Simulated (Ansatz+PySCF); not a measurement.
Results of a calculation; reference values are marked as such.
Input for PySCF 2.14.0:

```python
from pyscf import gto, scf, mp

# the (T+d) and (D+d) sets load through basis_set_exchange
mol = gto.M(atom="""
C 0.015450 0.004610 -0.914670
C -0.249720 0.001150 0.519730
Cl 1.373820 0.004520 1.485630
H 0.190790 0.926020 -1.427820
H 0.207810 -0.931140 -1.436510
H -0.753280 0.901710 0.873120
H -0.756130 -0.905220 0.878740
""", basis={'C': 'cc-pvtz', 'Cl': 'cc-pv(t+d)z', 'H': 'cc-pvtz'}, charge=0, spin=1)
mf = scf.UHF(mol)
mf.kernel()
pt = mp.MP2(mf, frozen=7).run()
print(mf.e_tot, pt.e_corr, pt.e_tot)
```

The script is written out from the run's settings.

The run gave:

```
Converged                       : yes
Reference energy                : -537.56601 hartree
Correlation energy              : -0.50768 hartree
Total energy                    : -538.07369 hartree
Spin squared of the determinant : 0.772
```
